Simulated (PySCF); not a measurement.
One of the candidates below gave these computed data.

All candidates are C3H5N3.

| technique | computed result |
| --- | --- |
| 13C NMR | chemical shifts (computed TMS as zero) by class: 140.9 (1 C), 127.2 (1 C), 37.8 (1 C) ppm [GIAO B97-2/pcSseg-2] |
| Rotational structure | rotational constants A, B, C: 9.594, 3.813, 2.777 GHz [PBE0-D3(BJ)/def2-TZVP] |
| Dipole | 4.65 D [B97-2/pcSseg-2] |
| 1H NMR | chemical shifts (computed TMS as zero) by class: 7.83 (1 H), 7.47 (1 H), 4.07 (3 H) ppm [GIAO B97-2/pcSseg-2] |
| NMR, other nuclei | isotropic shieldings of nuclei other than C and H, by class: -144 (1 N), -129 (1 N), 4 (1 N) ppm [GIAO B97-2/pcSseg-2] |

The electronic properties come from PySCF, for the isolated species, density fitting. Levels stand in brackets. Geometry: PBE0-D3(BJ)/def2-TZVP; no solvent, vibrations or thermal averaging. NMR values are class means; diastereotopic atoms form classes of their own.

Task: Which candidate is it?
A. `Cn1ccnn1`
B. `Cn1nccn1`
C. `Cn1cnnc1`

Result: A. It is `Cn1ccnn1`. Numbering: `[CH3:1][n:2]1[cH:3][cH:4][n:5][n:6]1`. Its formula, C3H5N3, gives 3 degrees of unsaturation: 1 ring and 2 π bonds in the structure found (Kekulé form). 3 carbons fall into 3 classes; from least to most shielded: aromatic CH next to a ring nitrogen [C4] (140.9 ppm), aromatic CH next to a ring nitrogen [C3] (127.2 ppm), N-methyl carbon [C1] (37.8 ppm). Hydrogen classes from least to most shielded: 1 H on an aromatic CH next to a ring nitrogen, C4 (7.83 ppm), 1 H on an aromatic CH next to a ring nitrogen, C3 (7.47 ppm), 3 H on an N-methyl carbon, C1 (4.07 ppm, a mean of values up to 0.9 ppm apart in this geometry). The other shieldings belong to: -144 ppm, pyridine-type nitrogen [N6]; -129 ppm, pyridine-type nitrogen [N5]; 4 ppm, pyrrole-type nitrogen [N2]. By its constants the optimised geometry is an asymmetric top.

The others, at the same levels:
- `Cn1nccn1` fails: it has 2 carbon classes against 3; its computed 13C shifts are 139.9 (2 C), 43.5 (1 C) ppm, 1H shifts are 7.62 (2 H), 4.13 (3 H) ppm and dipole moment is 0.52 D (against 4.65 D).
- `Cn1cnnc1` fails: it has 2 carbon classes against 3; its computed 13C shifts are 147.9 (2 C), 32.2 (1 C) ppm, 1H shifts are 7.94 (2 H), 3.61 (3 H) ppm and dipole moment is 6.25 D (against 4.65 D).
